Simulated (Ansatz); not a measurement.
**Worked example: vertical ionisation energy of C2H4F2 (1,2-difluoroethane)**

The species is C2H4F2 (8 atoms), meant as a singlet with charge 0. SMILES: `FCCF`. Geometry: relaxed at PBE0-D4/def2-TZVP. This is one conformer, not always the lowest.

```xyz
8

F    -1.3124    0.7756    0.8740
C    -0.1158    0.7161    0.1932
C     0.2179   -0.6961   -0.1774
F    -0.6181   -1.1533   -1.1728
H    -0.2012    1.3378   -0.7028
H     0.6703    1.1180    0.8419
H     1.2489   -0.7425   -0.5448
H     0.1104   -1.3556    0.6888
```

Both states at this one shape; open shells run unrestricted unless said. 1 Eh = 27.2114 eV.

| level | program | singlet C2H4F2 (Eh) | doublet [C2H4F2]+ (Eh) | HOMO of the first (eV) |
| --- | --- | --- | --- | --- |
| revPBE/def2-SVPD | Ansatz | -278.010839 | -277.584457 | -7.86 |
| B2PLYP/STO-3G, 4 core orbitals frozen | Ansatz | -274.061941 | -273.748867 | -7.05 |

**Question.** Work out the vertical ionisation energy at each level.

**Answer.** 
1. revPBE/def2-SVPD: -277.584457 − (-278.010839) = 0.426382 Eh = 11.60 eV; −ε(HOMO) = 7.86 eV.
2. B2PLYP/STO-3G: -273.748867 − (-274.061941) = 0.313074 Eh = 8.52 eV; −ε(HOMO) = 7.05 eV.

No measured value is set beside it here; the levels span 8.52 to 11.60 eV. In semi-local functionals −ε(HOMO) lies far under the ionisation energy, a result of self-interaction, while the difference of totals does much better. Minimal sets are far from the basis-set limit.
